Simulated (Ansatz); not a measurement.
# Rhodium, fcc under r²SCAN: how the cold (Marzari-Vanderbilt) smearing moves the result

A convergence test of the cold (Marzari-Vanderbilt) smearing width. The geometry was relaxed under r²SCAN beforehand and stays fixed; 7 values are run, from 0.01 to 1.0 eV. Wanted are the values from which on the energy stays within 10 and 1 meV/atom, and the pressure within 0.5 GPa, of the narrowest run. Within the series other settings stay, but some runs also write fields, which adds to their time. Spin polarisation is left out.

Computed with Ansatz 0.2.0 (DFT r²SCAN, plane waves with PAW, scalar-relativistic, unless a step says otherwise).

### 1 The starting structure

The structure is cubic, space group Fm-3m (No. 225). The conventional cell has a = 3.802 Å, b = 3.802 Å, c = 3.802 Å, α = 90.00°, β = 90.00°, γ = 90.00°. Around Rh (site symmetry m-3m) lie 12 Rh at 2.69 Å.

Coordinates:

```
CELL_PARAMETERS angstrom
0.00000 1.90081 1.90081
1.90081 0.00000 1.90081
1.90081 1.90081 0.00000
ATOMIC_POSITIONS crystal
Rh 0.00000 0.00000 0.00000
```

### 2 Width 0.01 eV

The run at 0.01 eV.

Input file input.yaml:

```yaml
crystal:
  lattice:
    - [0.0, 1.9008071574, 1.9008071574]
    - [1.9008071574, 0.0, 1.9008071574]
    - [1.9008071574, 1.9008071574, 0.0]
  atoms:
    - { symbol: Rh, position: [0.0, 0.0, 0.0] }
hamiltonian:
  xc: r2scan
  pseudopotentials:
    kind: paw
    azcp:
      Rh: "pseudopotentials/Rh.paw.azcp"
basis:
  ecutwfc: 500
  fft_grid_basis: typed
kpoints:
  mp_grid: { grid: [14, 14, 14], shift: [0, 0, 0] }
magnetization:
  spin_polarized: false
scf:
  occupations: { method: cold, width: 0.01 }
  lower_state_search: "off"
output:
  stress: true
  write_density: true
  write_potential: true
  elf: true
  volumetric_format: npy
```

Started as:

```sh
$ ansatz run input.yaml --threads 2 --pin off --max-ram 5120MiB --backend cpu --events-out ev --progress --plain --runs-dir out
```

### 3 Width 0.03 eV

The run at 0.03 eV.

input.yaml, as its differences from that of step 2:

```diff
@@ -21,3 +21,3 @@
 scf:
-  occupations: { method: cold, width: 0.01 }
+  occupations: { method: cold, width: 0.03 }
   lower_state_search: "off"
@@ -25,5 +25 @@
   stress: true
-  write_density: true
-  write_potential: true
-  elf: true
-  volumetric_format: npy
```

### 4 Width 0.1 eV

The run at 0.1 eV.

input.yaml, as its differences from that of step 3:

```diff
@@ -21,3 +21,3 @@
 scf:
-  occupations: { method: cold, width: 0.03 }
+  occupations: { method: cold, width: 0.1 }
   lower_state_search: "off"
@@ -25 +25,5 @@
   stress: true
+  write_density: true
+  write_potential: true
+  elf: true
+  volumetric_format: npy
```

### 5 Width 0.2 eV

The run at 0.2 eV.

input.yaml, as its differences from that of step 4:

```diff
@@ -21,3 +21,3 @@
 scf:
-  occupations: { method: cold, width: 0.1 }
+  occupations: { method: cold, width: 0.2 }
   lower_state_search: "off"
@@ -25,5 +25 @@
   stress: true
-  write_density: true
-  write_potential: true
-  elf: true
-  volumetric_format: npy
```

### 6 Width 0.3 eV

The run at 0.3 eV.

input.yaml, as its differences from that of step 5:

```diff
@@ -21,3 +21,3 @@
 scf:
-  occupations: { method: cold, width: 0.2 }
+  occupations: { method: cold, width: 0.3 }
   lower_state_search: "off"
```

### 7 Width 0.6 eV

The run at 0.6 eV.

input.yaml, as its differences from that of step 6:

```diff
@@ -21,3 +21,3 @@
 scf:
-  occupations: { method: cold, width: 0.3 }
+  occupations: { method: cold, width: 0.6 }
   lower_state_search: "off"
```

### 8 Width 1.0 eV

The run at 1.0 eV.

input.yaml, as its differences from that of step 7:

```diff
@@ -21,3 +21,3 @@
 scf:
-  occupations: { method: cold, width: 0.6 }
+  occupations: { method: cold, width: 1.0 }
   lower_state_search: "off"
```

(Steps that only read results are left out.)

Q: Predict the outcome of this session.

The runs gave:

```
                                           quantity                       value
       E(σ → 0) stays within 10 meV/atom of 0.01 eV                up to 1.0 eV
                   E(σ → 0) stays within 1 meV/atom                up to 0.2 eV
                      pressure stays within 0.5 GPa                up to 1.0 eV
                                pressure at 0.01 eV                   -0.39 GPa
energy of a separate run on a finer mesh (23×23×23)  +0.9 meV/atom from 0.01 eV
```

In words: At 1.0 eV the energy differs by -7.8 meV/atom and the pressure by -0.3 GPa. Over the range F shifts by -1.8 meV/atom, while E(σ → 0) shifts by -7.8. This scheme cancels the term in the square of the width, so F moves little up to 0.2 eV. The mesh (14×14×14) is fixed, so the narrowest widths carry a k-point error of their own. The yardstick itself is unsettled by 0.9 meV/atom against the finer mesh, so the thresholds above hold only within this series, and wider smearing, which averages over more states, can land nearer the fine-mesh value than the narrowest does.
